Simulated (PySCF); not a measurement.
**B2: a composite coupled-cluster curve**

The task here is to estimate one member of a computed series from the others.

Computed with PySCF 2.14.0. Level: CCSD(T) on ROHF, no relativity in the base curves; scalar relativity is added as a correction.

Set-up of the first run:

```yaml
molecule: B2
state: triplet, unpaired electrons π ↑↑
smaller_basis: B cc-pVTZ
larger_basis: B cc-pVQZ
frozen_core_orbitals: 2
extrapolation: correlation as n⁻³ (n = 3, 4), Hartree–Fock as (n+1)·exp(−9√n)
corrections: core–valence correlation, scalar relativity
distances_Å: 1.3812, 1.4440, 1.5068, 1.5696, 1.6324, 1.7108, 1.7893
masses_u: 11.0093, 11.0093
dissociation_limit: B + B
```

Started as:

```sh
$ OMP_NUM_THREADS=4 python comp.py task.json out
```

Steps of the session up to this table: Coupled cluster at each distance.

One of the session's tables, all rows but one given; the rest of the session is left out.

Parts of the energy along the bond, in eV from B + B:

| R (Å) | HF/CBS | CCSD corr. | (T) | core–valence | relativity |
| --- | --- | --- | --- | --- | --- |
| 1.3812 | 0.016 | -1.696 | -0.4446 | -0.0620 | 0.0015 |
| 1.4440 | -0.444 | -1.643 | -0.4374 | -0.0506 | 0.0020 |
| 1.5068 | ? | ? | ? | ? | ? |
| 1.5696 | -0.867 | -1.539 | -0.4257 | -0.0323 | 0.0025 |
| 1.6324 | -0.911 | -1.487 | -0.4201 | -0.0250 | 0.0026 |
| 1.7108 | -0.868 | -1.424 | -0.4127 | -0.0173 | 0.0026 |
| 1.7893 | -0.752 | -1.363 | -0.4043 | -0.0110 | 0.0025 |

**Question.** Estimate the row for R (Å) = 1.5068.

Worked estimate for «HF/CBS». A straight line through the neighbours (1.4440, -0.444) and (1.5696, -0.867) gives -0.444 + (-0.867 + 0.444) × (1.5068 − 1.4440) / (1.5696 − 1.4440) = -0.655; a parabola fitted to 4 rows on both sides gives -0.725.

**Answer.** HF/CBS: -0.723; CCSD corr.: -1.591; (T): -0.4313; core–valence: -0.0408; relativity: 0.0023. In «HF/CBS» the line misses by +0.068 and the parabola by -0.002.

To keep in mind: Spin–orbit coupling and excitations beyond (T) are left out.
